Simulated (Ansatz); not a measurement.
**SiH3 (silyl radical): UCCSDT(Q)/6-31G(d) (spherical functions)**

What is the energy change on altering one bond length of SiH3 (silyl radical) at UCCSDT(Q)/6-31G* (spherical functions)? 

Program for the calculation: Ansatz 0.2.0.

61 further runs of the same task are left out: 61 set aside as unsound or not needed.

## 1. The molecule

SiH3: 4 atoms, total charge 0, spin state doublet. SMILES: `[SiH3]`. The shape is that of a GFN2-xTB optimisation.

Bond lengths: Si1–H2 1.449 Å, Si1–H3 1.449 Å, Si1–H4 1.448 Å. Angles: H2–Si1–H3 115.4°, H2–Si1–H4 115.4°, H3–Si1–H4 115.3°.

## 2. The energy at UCCSDT(Q)/6-31G(d) (spherical functions)

Input file molecule.yaml:

```yaml
crystal:
  periodic: [false, false, false]
  atoms:
    - symbol: Si
      position_ang: [0.206560, -0.018900, -0.115090]
    - symbol: H
      position_ang: [0.587110, 0.661780, 1.105640]
    - symbol: H
      position_ang: [-0.194960, -1.401590, 0.043390]
    - symbol: H
      position_ang: [-0.598710, 0.758710, -1.033940]
basis:
  gaussian: {orbitals: 6-31G_st_-spherical.json}
magnetization: {spin_polarized: true, initial_magnetization: 1}
correlation: {method: ccsdt_q, frozen_orbitals: {H: 0, Si: 5}}
accuracy: high
scf: {omitted_lower_state_checks: [cluster_reference, increment]}
```

The basis set 6-31G* is read from a file made from the Basis Set Exchange's data (not shown).

Command:

```sh
$ ansatz run molecule.yaml --threads 1 --pin off --max-ram 2610MiB --events-out events.jsonl --progress --plain --runs-dir runs
```

The program printed, cut to the lines that bear on the results:

```text
Warning: RAYON_NUM_THREADS=1 ignored (pool sized by the plan → 1); use --threads N
Functional definition: HF
  name "HF"
[...]
451 factors; integrals over basis functions are off by at most 3.5e-9 eV
[...]
mean field -7907.68522281 eV, -290.6020719167 hartree, gradient 4.0e-8 eV, S^2 0.756267; 0 other end points of the search recorded, 0 dependent functions left out
5 core orbitals not correlated: weight in the atoms' cores, before any rotation towards them, 1.000 or more for the frozen orbitals, at most 0.000 for the correlated occupied ones
reference -7907.68522281 eV, -290.6020719167 hartree; 4, 3 occupied and 15, 16 virtual orbitals, 451 factors
second order -1.85671767 eV of doubles, -0.00000000 eV of singles
cycle   1  -2.26858159 eV  change   -4.1e-1 eV  update   5.4e-2
[...]
cycle  20  -2.51498385 eV  change   1.4e-10 eV  update  3.6e-10
perturbative correction -0.00072527 eV, -0.0000266531 hartree
Total energy: -7910.20093193 eV, -290.6945225217 hartree
Checks for a lower state left out: cluster_reference, increment
```

Run time: 0.97 s. Hardware: 1 thread of Arm Neoverse V2, shared host; peak memory 0.091 GiB.

## 3. The distorted shape, same level

Input file molecule.yaml:

```yaml
crystal:
  periodic: [false, false, false]
  atoms:
    - {symbol: Si, position_ang: [0.111422, -0.189070, -0.420273]}
    - {symbol: H, position_ang: [0.587110, 0.661780, 1.105640]}
    - {symbol: H, position_ang: [-0.290098, -1.571760, -0.261793]}
    - {symbol: H, position_ang: [-0.693848, 0.588540, -1.339123]}
basis:
  gaussian:
    orbitals: 6-31G_st_-spherical.json
magnetization:
  spin_polarized: true
  initial_magnetization: 1
correlation:
  method: ccsdt_q
  frozen_orbitals: {H: 0, Si: 5}
accuracy: high
scf:
  omitted_lower_state_checks: [cluster_reference, increment]
```

The basis set 6-31G* is read from a file made from the Basis Set Exchange's data (not shown).

Command:

```sh
$ ansatz run molecule.yaml --threads 1 --pin off --max-ram 2610MiB --events-out events.jsonl --progress --plain --runs-dir runs
```

The program printed, cut to the lines that bear on the results:

```text
Warning: RAYON_NUM_THREADS=1 ignored (pool sized by the plan → 1); use --threads N
Functional definition: HF
  name "HF"
[...]
450 factors; integrals over basis functions are off by at most 5.1e-9 eV
[...]
mean field -7906.94336819 eV, -290.5748092623 hartree, gradient 5.0e-8 eV, S^2 0.757384; 0 other end points of the search recorded, 0 dependent functions left out
5 core orbitals not correlated: weight in the atoms' cores, before any rotation towards them, 1.000 or more for the frozen orbitals, at most 0.000 for the correlated occupied ones
reference -7906.94336819 eV, -290.5748092623 hartree; 4, 3 occupied and 15, 16 virtual orbitals, 450 factors
second order -1.92323845 eV of doubles, -0.00000000 eV of singles
cycle   1  -2.36699582 eV  change   -4.4e-1 eV  update   6.2e-2
[...]
cycle  23  -2.67329762 eV  change  -5.2e-10 eV  update  7.6e-10
perturbative correction -0.00109623 eV, -0.0000402858 hartree
Total energy: -7909.61776204 eV, -290.6730914235 hartree
Checks for a lower state left out: cluster_reference, increment
```

It took 1 s on 1 thread of Arm Neoverse V2, shared host; peak memory 0.091 GiB.

## 4. What came out

Level: UCCSDT(Q)/6-31G* (spherical functions), 5 core orbitals frozen.

```
                                                          quantity          value
                                         first shape: total energy  -290.69452 Eh
          first shape: correlation energy (5 core orbitals frozen)      -92.5 mEh
                    first shape: ⟨S²⟩ of the reference determinant          0.756
                                        first shape: T1 diagnostic          0.014
                                     distorted shape: total energy  -290.67309 Eh
      distorted shape: correlation energy (5 core orbitals frozen)      -98.3 mEh
                distorted shape: ⟨S²⟩ of the reference determinant          0.757
                                    distorted shape: T1 diagnostic          0.016
energy change with the Si1–H2 bond stretched from 1.449 to 1.811 Å       0.583 eV
```

**Reading.** With the Si1–H2 bond stretched from 1.449 to 1.811 Å the energy rises by 0.58 eV (13.4 kcal/mol). The first shape isn't relaxed at this level, so the change isn't measured from a minimum.
